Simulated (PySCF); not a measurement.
```xyz
3
charge 0 multiplicity 1, angstrom
N    -0.2258    0.2337    0.5127
O     0.1808   -0.1871   -0.5312
H     0.2677   -0.2770    1.3062
```

Computed with B3LYP/[N def2-TZVP, O def2-TZVP, H def2-TZVP], no relativity, density fitting, PySCF.

This geometry of HNO is a stationary point at this level.

What is the point group?

Cs.

Is it a minimum?

Yes: all harmonic wavenumbers are real.

What are the dipole moment and the gap between the highest occupied and lowest empty levels?

1.69 D and 3.73 eV.

Give the atomic charges and bond orders.


```csv
atom,Mulliken,Löwdin,polar tensor,Mayer order to N1
N1,-0.01,-0.13,0.27,–
O2,-0.17,0.01,-0.29,1.87
H3,0.18,0.12,0.02,0.89
```

Give the ideal-gas entropy at 298.15 K and 1 bar by parts.

translation 151.7, rotation 68.9, vibration 0.1, spin 0.0; total 220.6 J/(mol K).

Only a few start shapes were tried, so a lower isomer may exist.
